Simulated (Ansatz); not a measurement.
# C₂H₅S+: single points off equilibrium

The task here is to estimate one member of a computed series from the others.

The runs use Ansatz 0.2.0, Gaussian basis; single points in def2-TZVPP.

Cores are frozen in the correlated methods.

## The system as given

SMILES `C=C[SH2+]`, 8 atoms, charge 1, spin multiplicity 1.

Atoms are counted from 1 here; the program's logs count them from 0.

Bond lengths: C1–C2 1.551 Å, C1–H4 1.167 Å, C1–H5 1.033 Å, C2–S3 1.809 Å, C2–H6 1.003 Å, S3–H7 1.243 Å, S3–H8 1.328 Å. Angles: C2–C1–H4 114.0°, C2–C1–H5 113.4°, H4–C1–H5 132.4°, C1–C2–S3 117.8°, C1–C2–H6 127.3°, S3–C2–H6 113.5°, C2–S3–H7 93.2°, C2–S3–H8 89.5°, H7–S3–H8 95.2°.

As a file:

| atom | x (Å) | y (Å) | z (Å) |
| --- | --- | --- | --- |
| C1 | -0.91190 | 0.83000 | -0.88370 |
| C2 | 0.06240 | 0.33010 | 0.21460 |
| S3 | 0.60070 | -1.39540 | 0.14460 |
| H4 | -1.17330 | 0.02610 | -1.68870 |
| H5 | -1.25710 | 1.78980 | -0.72020 |
| H6 | 0.28940 | 0.78560 | 1.07940 |
| H7 | 1.79500 | -1.10360 | 0.32960 |
| H8 | 0.30740 | -1.52780 | 1.43330 |

Set-up of the first run:

File run/in.yaml:

```yaml
crystal:
  periodic: [false, false, false]
  atoms:
    - {symbol: C, position_ang: [-0.911900, 0.830000, -0.883700]}
    - {symbol: C, position_ang: [0.062400, 0.330100, 0.214600]}
    - {symbol: S, position_ang: [0.600700, -1.395400, 0.144600]}
    - {symbol: H, position_ang: [-1.173300, 0.026100, -1.688700]}
    - {symbol: H, position_ang: [-1.257100, 1.789800, -0.720200]}
    - {symbol: H, position_ang: [0.289400, 0.785600, 1.079400]}
    - {symbol: H, position_ang: [1.795000, -1.103600, 0.329600]}
    - {symbol: H, position_ang: [0.307400, -1.527800, 1.433300]}
basis:
  gaussian: {orbitals: def2-TZVPP}
total_charge: 1
correlation: {method: ccsd_t}
output: {forces: true}
```

No record of the launch command was kept for these runs.

Among the steps run: CCSD(T)/def2-TZVPP; PBE0-D4/def2-TZVPP; wB97M-V/def2-TZVPP; r2SCAN-D4/def2-TZVPP; PBE-D4/def2-TZVPP; SPW92/def2-TZVPP; BHLYP-D4/def2-TZVPP.

One of the session's tables, all rows but one given; the rest of the session is left out.

```
   method  RMS force component (eV/Å)  angle to CCSD(T) forces (°)
  CCSD(T)                       2.972                    reference
  PBE0-D4                       3.212                          2.3
  wB97M-V                           ?                            ?
r2SCAN-D4                       3.125                          1.5
   PBE-D4                       3.103                          3.2
    SPW92                       3.246                          4.5
 BHLYP-D4                       3.243                          5.4
```

**Question.** Estimate the row for wB97M-V.

**Answer.** RMS force component (eV/Å): 3.193; angle to CCSD(T) forces (°): 2.9. In the column «RMS force component (eV/Å)» it lies between r2SCAN-D4 (3.125) and PBE0-D4 (3.212).
